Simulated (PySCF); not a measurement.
An unknown is described by computed data only.

Formula: C3H7PS.

- 1H NMR: chemical shifts (computed TMS as zero) by class: 5.20 (1 H), 1.68 (1 H), 1.44 (1 H), 1.23 (3 H), 0.77 (1 H) ppm [GIAO PBE0/pcSseg-1]
- Rotational structure: rotational constants A, B, C: 8.744, 1.712, 1.604 GHz [GFN2-xTB]
- Polarisability: 84.7 au [B3LYP/def2-SVPD]
- Triplet: lowest triplet excitation (Tamm–Dancoff): 4.37 eV [TDA B3LYP/def2-SVPD]
- Dipole: 4.46 D [B3LYP/def2-SVPD]
- NMR, other nuclei: isotropic shieldings of nuclei other than C and H, by class: 439 (1 P), 850 (1 S) ppm [GIAO PBE0/pcSseg-1]
- 13C NMR: chemical shifts (computed TMS as zero) by class: 25.5 (1 C), 21.2 (1 C), 19.1 (1 C) ppm [GIAO PBE0/pcSseg-1]
- UV, first state: lowest singlet excitation: 4.82 eV (257 nm, f = 0.010) [TDDFT B3LYP/def2-SVPD]

Electronic properties: PySCF, gas phase, density fitting. Levels stand in brackets. Isolated species at its GFN2-xTB geometry, gas phase. NMR values are class means; diastereotopic atoms form classes of their own.

Q: Propose a structure and show how it fits.

A: Numbering: `[CH3:1][C@@H:2]1[CH2:3][P@H:4]1=[S:5]`. 3 carbons fall into 3 classes; from least to most shielded: ring sp3 carbon bound to phosphorus [C2] (25.5 ppm), ring sp3 carbon bound to phosphorus [C3] (21.2 ppm), methyl carbon [C1] (19.1 ppm). Hydrogen classes from least to most shielded: 1 H on a phosphorus bonded to 2 C, S and H, P4 (5.20 ppm), 1 H on an sp3 carbon bound to phosphorus, C2 (1.68 ppm), 1 H on an sp3 carbon bound to phosphorus, C3 (1.44 ppm), 3 H on a methyl carbon, C1 (1.23 ppm, a mean of values up to 1.5 ppm apart in this geometry), 1 H on an sp3 carbon bound to phosphorus, C3 (0.77 ppm). The other shieldings belong to: 439 ppm, phosphorus bonded to 2 C, S and H [P4]; 850 ppm, sulfur bonded to P [S5]. The optimised geometry has point group C1 and is an asymmetric top. Structure: `C[C@@H]1C[P@H]1=S`. The assignments are read from this structure; whether some other isomer fits the data as well wasn't checked. The mirror image fits equally.
